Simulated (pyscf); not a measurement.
Optimised with ωB97X-D3(BJ)/def2-SVP in PySCF.

For trifluoromethyl (F–C•(F)–F) + hydrogen chloride (HCl) -> F–C(F)(F)–Cl + H atom (H•), an atom transfer (doublet surface; Cl–H broken, C–Cl formed), PBE/def2-TZVP gives ΔE‡ = 20.6 kcal/mol and ΔE = +17.7 kcal/mol (zero: the separated reactants). In which direction and how far do r²SCAN/def2-TZVP, B3LYP-D3(BJ)/def2-TZVP, ωB97M-D3(BJ)/def2-TZVP move these?

r²SCAN: ΔE‡ = 22.3 kcal/mol, ΔE = +19.8 kcal/mol; B3LYP-D3(BJ): ΔE‡ = 26.2 kcal/mol, ΔE = +21.8 kcal/mol; ωB97M-D3(BJ): ΔE‡ = 28.9 kcal/mol, ΔE = +17.3 kcal/mol. PBE's barrier lies under all of them, by 1.7 to 8.3 kcal/mol. Its reaction energy lies among theirs. One saddle was located; it need not be the lowest between these sides. The angle at the transferred Cl is 180°.
